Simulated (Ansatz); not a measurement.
# SiO, SiS, SiSe: atomization energies

Ansatz 0.2.0, basis cc-pVDZ; geometries are PBE0/def2-TZVP minima. Wave-function levels freeze the cores with the filled d shells of p-block atoms; HF, MP2 and coupled cluster are restricted for singlets and unrestricted otherwise, atoms included (their steps beyond CCSDT(Q) come from restricted open-shell runs), restricted open-shell where a d shell is frozen. NEVPT2 and MRCISD+Q stand on CASSCF in the full valence space, and MRCISD+Q is size-consistent only roughly. The reference is CCSDTQ (coupled cluster only where its series has nearly closed). An error is the level's value less the reference. None of these values is a measured one. Energies are electronic, without zero-point terms. No spin–orbit coupling and no scalar relativity. The set is small: it underbinds, by tens of kJ/mol for each bond, so near ties and functionals' places can change in larger sets. The species are chosen: bound, without strong static correlation by their natural occupations or amplitudes, in their lowest spin state as far as vertical gaps and like structures tell, and with a ladder that closes on the reference, so errors are smaller than for species at large; levels whose determinant breaks symmetry or spin markedly are left out.

| species | bonds (Å) | quantity | symmetry of the states | reference | value (kJ/mol) | error CCSD | error CCSD(T) | error CCSDT | error NEVPT2 | error MRCISD+Q |
| --- | --- | --- | --- | --- | --- | --- | --- | --- | --- | --- |
| SiS, singlet | Si–S 1.930 | atomization | Σ⁺ | CCSDTQ | 531.0 | -25.5 | -2.6 | -1.9 | 5.2 | -9.3 |
| SiSe, singlet | Si–Se 2.062 | atomization | Σ⁺ | CCSDTQ | 477.0 | -25.6 | -2.8 | -1.7 | 6.0 | -7.6 |

Question: One member is withheld: SiO, singlet (O–Si 1.509), where CCSD gives 643.9 kJ/mol for the atomization. Estimate from the other members what CCSDTQ gives.

Answer: The errors of CCSD for the others average -25.6 kJ/mol; taking that off gives 669.5, which misses by 3.7, against 29.3 without the correction. The computed value at CCSDTQ is 673.2 kJ/mol. Errors against it: CCSD -29.2, CCSD(T) -3.5, CCSDT -3.2, NEVPT2 -6.8, MRCISD+Q -13.7.

The reference falls from O to Se, by 196.2 kJ/mol in all.
